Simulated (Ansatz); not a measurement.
I need a ranking of conformers of C4H6ClF, SMILES CCC=C(F)Cl. Use Ansatz's Python interface. Settings (for the species named): PBE, 6-31G* basis, multiplicity 1, D4 dispersion.

The script, `run_conformers.py`:
```python
"""Conformer energies of C4H6ClF."""

import ansatz
from rdkit import Chem
from rdkit.Chem import AllChem


def main() -> None:
    rd = Chem.AddHs(Chem.MolFromSmiles("CCC=C(F)Cl"))
    ids = list(AllChem.EmbedMultipleConfs(rd, numConfs=20, randomSeed=275, pruneRmsThresh=0.4))
    field = [energy for _, energy in AllChem.MMFFOptimizeMoleculeConfs(rd)]
    distinct = {round(e, 2): i for i, e in zip(ids, field)}
    chosen = sorted(distinct.items())[:3]
    found = []
    for force_field, index in chosen:
        geometry = ansatz.Crystal.molecule()
        for atom, xyz in zip(rd.GetAtoms(), rd.GetConformer(index).GetPositions()):
            geometry = geometry.atom(atom.GetSymbol(), xyz.round(5).tolist())
        base = geometry.calculation()
        base = base.basis(gaussian="6-31G*")
        base = base.functional("pbe", dispersion="d4")
        found.append(base.run(threads=1).report["free_energy_ev"])
    print("conformer   MMFF (kcal/mol)   this level (eV)")
    for (force_field, index), e in zip(chosen, found):
        print(f"{index:9d} {force_field - chosen[0][0]:17.2f} {(e - min(found)):17.3f}")


if __name__ == "__main__":
    main()
```

```console
$ python run_conformers.py
conformer   MMFF (kcal/mol)   this level (eV)
        3              0.00             0.000
        5              0.98             0.061
        2              1.34             0.002
```

The conformers keep their force-field geometries. Wall time of the script: 9.2 s on 1 thread of Arm Neoverse V2 (shared host), peak memory 0.26 GiB.
